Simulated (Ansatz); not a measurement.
# One shape, several levels: doublet CH5Al+

Aim: a comparison of 6 runs (U-r2SCAN/STO-3G, U-revPBE/STO-3G, UBLYP/STO-3G, USVWN5/STO-3G, UCCSDT/STO-3G, UCCSD/STO-3G) of doublet CH5Al+. 

The results are computed with Ansatz 0.2.0.

56 further runs of the same task are left out: 2 that didn't finish, 54 set aside as unsound or not needed.

### Step 1. Starting point

CH5Al+: 7 atoms, total charge +1, spin state doublet. As SMILES of the parent species, `[H][Al]([H])[CH3]`. The shape comes from GFN2-xTB, which is rough for such elements, and wasn't checked as a minimum. That shape belongs to the parent species and isn't relaxed for this state.

Bond lengths: Al1–C4 1.985 Å, Al1–H2 1.551 Å, Al1–H3 1.551 Å, C4–H5 1.097 Å, C4–H6 1.098 Å, C4–H7 1.098 Å. Angles: Al1–C4–H5 113.2°, Al1–C4–H6 112.2°, Al1–C4–H7 112.2°, H2–Al1–C4 123.8°, H3–Al1–C4 123.7°, H5–C4–H6 106.1°, H5–C4–H7 105.9°, H6–C4–H7 106.7°, H2–Al1–H3 112.5°.

### Step 2. A single-point energy at U-r2SCAN/STO-3G (run 1)

Input file job.yaml:

```yaml
crystal:
  periodic: [false, false, false]
  atoms:
    - {symbol: Al, position_ang: [0.532240, 0.925980, -0.002840]}
    - {symbol: H, position_ang: [2.079610, 1.030730, 0.039470]}
    - {symbol: H, position_ang: [-0.157080, 2.315610, -0.032820]}
    - {symbol: C, position_ang: [-0.456800, -0.794540, -0.002750]}
    - {symbol: H, position_ang: [-0.578610, -1.223840, -1.005100]}
    - {symbol: H, position_ang: [-1.469240, -0.690290, 0.408830]}
    - {symbol: H, position_ang: [0.049890, -1.563640, 0.595200]}
basis:
  gaussian:
    orbitals: STO-3G
total_charge: 1
magnetization:
  spin_polarized: true
  initial_magnetization: 1
hamiltonian:
  xc: {name: r2SCAN}
accuracy: high
```

Started as:

```console
$ ansatz run job.yaml --threads 1 --pin off --max-ram 2610MiB --events-out events.jsonl --progress --plain --runs-dir runs
```

What it wrote:

```text
Warning: RAYON_NUM_THREADS=1 ignored (pool sized by the plan → 1); use --threads N
Functional definition: r2SCAN
  name "r2SCAN"
  parameter k0 = 0.174
  parameter k1 = 0.065
  parameter a1 = 4.9479
  exchange = r2scan_x(k0 = k0, k1 = k1, a1 = a1)
  correlation = r2scan_c
336 factors; integrals over basis functions are off by at most 1.4e-8 eV
mean field evaluation 1: about -7608.4146 eV, gradient 2.4e1 eV
mean field evaluation 2: about -7602.1473 eV, gradient 3.6e1 eV
mean field evaluation 4: about -7611.0963 eV, gradient 1.2e1 eV
mean field evaluation 8: about -7612.1211 eV, gradient 6.0e0 eV
mean field evaluation 16: about -7612.6873 eV, gradient 3.8e-4 eV
mean field evaluation 32: about -7612.6398 eV, gradient 8.6e-6 eV
mean field -7612.68732988 eV, -279.7610993084 hartree, gradient 8.0e-8 eV, S^2 0.760318; 3 other end points of the search recorded, 0 dependent functions left out
reference -7612.68733091 eV, -279.7610993460 hartree; 12, 11 occupied and 7, 8 virtual orbitals, 336 factors
Total energy: -7612.68733091 eV, -279.7610993460 hartree
```

It took 12 s on 1 thread of Arm Neoverse V2, shared host; peak memory 0.24 GiB.

### Step 3. The energy at U-revPBE/STO-3G (run 2)

Input file in.yaml:

```yaml
crystal:
  periodic: [false, false, false]
  atoms:
    - {symbol: Al, position_ang: [0.532240, 0.925980, -0.002840]}
    - {symbol: H, position_ang: [2.079610, 1.030730, 0.039470]}
    - {symbol: H, position_ang: [-0.157080, 2.315610, -0.032820]}
    - {symbol: C, position_ang: [-0.456800, -0.794540, -0.002750]}
    - {symbol: H, position_ang: [-0.578610, -1.223840, -1.005100]}
    - {symbol: H, position_ang: [-1.469240, -0.690290, 0.408830]}
    - {symbol: H, position_ang: [0.049890, -1.563640, 0.595200]}
basis:
  gaussian: {orbitals: STO-3G}
total_charge: 1
magnetization: {spin_polarized: true, initial_magnetization: 1}
hamiltonian: {xc: {name: revPBE}}
accuracy: high
```

Started as:

```console
$ ansatz run in.yaml --threads 1 --pin off --max-ram 2610MiB --events-out events.jsonl --progress --plain --runs-dir runs
```

What it wrote:

```text
Warning: RAYON_NUM_THREADS=1 ignored (pool sized by the plan → 1); use --threads N
Functional definition: revPBE
  name "revPBE"
  parameter kappa = 1.245
  parameter beta = 0.06672455060314922
  exchange = pbe_x(kappa = kappa, mu = beta*pi^2/3)
  correlation = pbe_c(beta = beta)
336 factors; integrals over basis functions are off by at most 1.4e-8 eV
mean field evaluation 1: about -7607.6414 eV, gradient 2.6e1 eV
mean field evaluation 2: about -7598.6532 eV, gradient 4.2e1 eV
mean field evaluation 4: about -7610.5613 eV, gradient 1.4e1 eV
mean field evaluation 8: about -7611.9127 eV, gradient 6.0e0 eV
mean field evaluation 16: about -7612.5028 eV, gradient 3.2e-4 eV
mean field evaluation 32: about -7612.4565 eV, gradient 2.3e-5 eV
mean field -7612.50284330 eV, -279.7543195517 hartree, gradient 1.8e-8 eV, S^2 0.754262; 3 other end points of the search recorded, 0 dependent functions left out
reference -7612.50284607 eV, -279.7543196531 hartree; 12, 11 occupied and 7, 8 virtual orbitals, 336 factors
Total energy: -7612.50284607 eV, -279.7543196531 hartree
```

Wall time 5.1 s (1 thread of Arm Neoverse V2, shared host); peak memory 0.14 GiB.

Runs 3 to 5 aren't shown in full; the table further down has their settings and results.

### Step 4. A single-point energy at UCCSD/STO-3G (run 6)

Edit in.yaml of step 3 so:

```diff
@@ -12,5 +12,6 @@
   gaussian: {orbitals: STO-3G}
+correlation: {method: ccsd, frozen_orbitals: {Al: 5, C: 1, H: 0}}
+magnetization: {spin_polarized: true, initial_magnetization: 1}
+scf: {omitted_lower_state_checks: [cluster_reference, increment]}
 total_charge: 1
-magnetization: {spin_polarized: true, initial_magnetization: 1}
-hamiltonian: {xc: {name: revPBE}}
 accuracy: high
```

Started as:

```console
$ ansatz run in.yaml --threads 1 --pin off --max-ram 2610MiB --events-out events.jsonl --progress --plain --runs-dir runs
```

What it wrote:

```text
Warning: RAYON_NUM_THREADS=1 ignored (pool sized by the plan → 1); use --threads N
[... 13 lines left out ...]
6 core orbitals not correlated: weight in the atoms' cores, before any rotation towards them, 0.999 or more for the frozen orbitals, at most 0.000 for the correlated occupied ones
[... 30 lines left out ...]
Total energy: -7595.87561958 eV, -279.1432803502 hartree
Checks for a lower state left out: cluster_reference, increment
```

It took 0.26 s on 1 thread of Arm Neoverse V2, shared host.

### Step 5. The series

| run | level | frozen core orbitals | energy (Eh) | ⟨S²⟩ | wall time |
| --- | --- | --- | --- | --- | --- |
| 1 | U-r2SCAN/STO-3G | – | -279.761099 | 0.760 | 12 s |
| 2 | U-revPBE/STO-3G | – | -279.754320 | 0.754 | 5.1 s |
| 3 | UBLYP/STO-3G | – | -279.759036 | 0.755 | 5.4 s |
| 4 | USVWN5/STO-3G | – | -278.317719 | 0.753 | 2.1 s |
| 5 | UCCSDT/STO-3G | 6 | -279.144912 | 0.764 | 0.74 s |
| 6 | UCCSD/STO-3G | 6 | -279.143280 | 0.764 | 0.26 s |

### Step 6. Summary of results

| quantity | value |
| --- | --- |
| run 6: total energy | -279.14328 Eh |
| run 6: correlation energy (6 core orbitals frozen) | -114.4 mEh |
| run 6: ⟨S²⟩ of the reference determinant | 0.764 |
| run 6: T1 diagnostic | 0.020 |

**Reading.** Totals of different functionals can't be ranked against each other. In runs 1, 2, 3, 4, 5, 6 the basis is minimal, so the values are rough. All runs together took 26 s, the longest 12 s.
